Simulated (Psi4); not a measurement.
# AlH (SMILES [AlH]): PBE/def2-TZVPPD

What is the energy change on altering one bond length of AlH at PBE/def2-TZVPPD? 

The calculation is run with Psi4 1.11.

2 further runs of the same task are left out: 2 set aside as unsound or not needed.

## (1) The structure to begin with

AlH: 2 atoms, total charge 0, spin state singlet. SMILES: `[AlH]`. Geometry: relaxed at PBE0-D4/def2-TZVP.

Bond lengths: Al1–H2 1.665 Å.

## (2) Energy and gradient at PBE/def2-TZVPPD

Contents of job.in:

```
memory 1600 mb

molecule system {
  0 1
  Al     0.000000     0.000000    -0.025640
  H      0.000000     0.000000     1.639110
  symmetry c1
  no_reorient
  no_com
}

set globals {
  reference rks
  puream true
  e_convergence 1e-09
  d_convergence 1e-08
  scf_type pk
  dft_radial_points 99
  dft_spherical_points 590
}

e, wfn = gradient("pbe/def2-TZVPPD", return_wfn=True)
oeprop(wfn, "MULLIKEN_CHARGES", "QUADRUPOLE", "MAYER_INDICES")
print_variables()
```

The run is started by

```
$ psi4 job.in job.out -n 1
```

job.out:

```text
[...]
  Running in c1 symmetry.
[...]
  Nuclear repulsion =    4.132334427817991
[...]
  Multiplicity = 1
[...]
  Nalpha       = 7
  Nbeta        = 7
[...]
    Number of basis functions: 65
[...]
   @RKS iter   1:  -242.80047154469318   -2.85311e-01   4.22287e-03 DIIS/ADIIS
[...]
   @RKS iter   8:  -242.83797354581606   -1.23862e-10   7.46648e-09 DIIS
[...]
    Orbital Energies [Eh]
    ---------------------
    Doubly Occupied:
       1A    -55.388820     2A     -3.943119     3A     -2.548534
       4A     -2.548534     5A     -2.539169     6A     -0.325926
       7A     -0.180326
[...]
  @RKS Final Energy:  -242.83797354581606
   => Energetics <=
    Nuclear Repulsion Energy =              4.1323344278179910
    One-Electron Energy =                -345.6501632151604326
    Two-Electron Energy =                 117.4747206221315565
    DFT Exchange-Correlation Energy =     -18.7948653806051205
    Empirical Dispersion Energy =           0.0000000000000000
    VV10 Nonlocal Energy =                  0.0000000000000000
    Total Energy =                       -242.8379735458160553
[...]
  -Total Gradient:
     Atom            X                  Y                   Z
    ------   -----------------  -----------------  -----------------
       1       -0.000000000744    -0.000000000161     0.002587656397
       2        0.000000000744     0.000000000161    -0.002587623971
[...]
 Multipole Moments:
 ------------------------------------------------------------------------------------
     Multipole            Electronic (a.u.)      Nuclear  (a.u.)        Total (a.u.)
 ------------------------------------------------------------------------------------
 L = 1.  Multiply by 2.5417464519 to convert [e a0] to [Debye]
 Dipole X            :         -0.0000001            0.0000000           -0.0000001
 Dipole Y            :         -0.0000000            0.0000000           -0.0000000
 Dipole Z            :         -2.5316834            2.4675855           -0.0640979
 Magnitude           :                                                    0.0640979
 L = 2.  Multiply by 1.3450342976 to convert [e a0^2] to [Debye ang]
 Quadrupole XX       :         -9.2554369            0.0000000           -9.2554369
 Quadrupole XY       :          0.0000000            0.0000000            0.0000000
[...]
  Mulliken Charges: (a.u.)
   Center  Symbol    Alpha    Beta     Spin     Total
       1    AL     6.42243  6.42243  0.00000  0.15515
       2     H     0.57757  0.57757  0.00000 -0.15515
   Total alpha =  7.00000, Total beta =  7.00000, Total charge = -0.00000
  Mayer Bond Indices:
[...]
```

Wall time 3.6 s (1 thread of Intel Xeon 6975P-C (Granite Rapids), shared host); peak memory 0.45 GiB.

## (3) The distorted shape: a single-point energy at PBE/def2-TZVPPD

Contents of calc.in:

```
memory 1600 MB

molecule m {
  Al
  H 1 R2

  R2 = 2.4971
  symmetry c1
}

set {
  basis def2-TZVPPD
  puream true
  e_convergence 1e-09
  d_convergence 1e-08
  scf_type pk
  dft_radial_points 99
  dft_spherical_points 590
}

energy('pbe')
print_variables()
```

The run is started by

```
$ psi4 calc.in calc.out -n 1
```

calc.out:

```text
[...]
  Running in c1 symmetry.
[...]
  Nuclear repulsion =    2.754917199435346
[...]
  Multiplicity = 1
[...]
  Nalpha       = 7
  Nbeta        = 7
[...]
    Number of basis functions: 65
[...]
   @RKS iter   1:  -242.74526923712642   -2.99450e-01   4.00882e-03 ADIIS/DIIS
[...]
   @RKS iter  10:  -242.79358486201073   -6.64301e-10   5.69163e-09 DIIS
[...]
    Orbital Energies [Eh]
    ---------------------
    Doubly Occupied:
       1A    -55.435357     2A     -3.985468     3A     -2.590046
       4A     -2.590046     5A     -2.583936     6A     -0.302490
       7A     -0.173540
[...]
  @RKS Final Energy:  -242.79358486201073
   => Energetics <=
    Nuclear Repulsion Energy =              2.7549171994353459
    One-Electron Energy =                -342.4956517365412765
    Two-Electron Energy =                 115.6521935292172003
    DFT Exchange-Correlation Energy =     -18.7050438541219677
    Empirical Dispersion Energy =           0.0000000000000000
    VV10 Nonlocal Energy =                  0.0000000000000000
    Total Energy =                       -242.7935848620107322
[...]
 Multipole Moments:
 ------------------------------------------------------------------------------------
     Multipole            Electronic (a.u.)      Nuclear  (a.u.)        Total (a.u.)
 ------------------------------------------------------------------------------------
 L = 1.  Multiply by 2.5417464519 to convert [e a0] to [Debye]
 Dipole X            :          0.0000000            0.0000000            0.0000000
 Dipole Y            :         -0.0000000            0.0000000           -0.0000000
 Dipole Z            :         -3.6469001            2.3400514           -1.3068487
 Magnitude           :                                                    1.3068487
[...]
```

Wall time 3.3 s (1 thread of Intel Xeon 6975P-C (Granite Rapids), shared host); peak memory 0.43 GiB.

## (4) What came out

Level: PBE/def2-TZVPPD.

| quantity | value |
| --- | --- |
| first shape: total energy | -242.83797 Eh |
| first shape: dipole moment | 0.16 D |
| first shape: HOMO energy | -4.91 eV |
| first shape: LUMO energy | -2.55 eV |
| first shape: HOMO–LUMO gap | 2.36 eV |
| first shape: largest force on an atom | 0.133 eV/Å |
| distorted shape: total energy | -242.79358 Eh |
| distorted shape: dipole moment | 3.32 D |
| distorted shape: HOMO energy | -4.72 eV |
| distorted shape: LUMO energy | -3.00 eV |
| distorted shape: HOMO–LUMO gap | 1.72 eV |
| energy change with the Al1–H2 bond stretched from 1.665 to 2.497 Å | 1.208 eV |

In words: One bond (distorted shape) is far stretched, which a spin-restricted single reference describes badly; a broken-symmetry solution may lie lower. With the Al1–H2 bond stretched from 1.665 to 2.497 Å the energy rises by 1.21 eV (28 kcal/mol). The first shape isn't relaxed at this level, so the change isn't measured from a minimum. A restricted reference can't describe the breaking bond well at this length.
